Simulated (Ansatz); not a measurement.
Results of Hartree–Fock in Ansatz (PAW) for rock-salt HfN.

Run with plane-wave cutoff 460 eV, 10×10×10 k mesh, Fermi–Dirac smearing 0.05 eV, scalar-relativistic PAW data made under PBE.

Cell (relaxed at this level):

```
CELL_PARAMETERS angstrom
      0.00000     2.29026     2.29026
      2.29026     0.00000     2.29026
      2.29026     2.29026     0.00000
ATOMIC_POSITIONS crystal
  Hf 0.00000 0.00000 0.00000
  N  0.50000 0.50000 0.50000
```

Give the computed bulk modulus.


- bulk modulus = 287 GPa

Measured, for comparison: bulk modulus 260 GPa (room temperature, no zero-point or thermal correction, our sources range from 260 to 306; as tabulated in Synthesis of Binary Transition Metal Nitrides, Carbides and Borides from the …). Computed (rounded) less measured: bulk modulus not scored (sources differ).

Spin–orbit coupling is not included.

Cost on a shared machine: roughly 26 core-minutes.

Ansatz is an electronic-structure program.
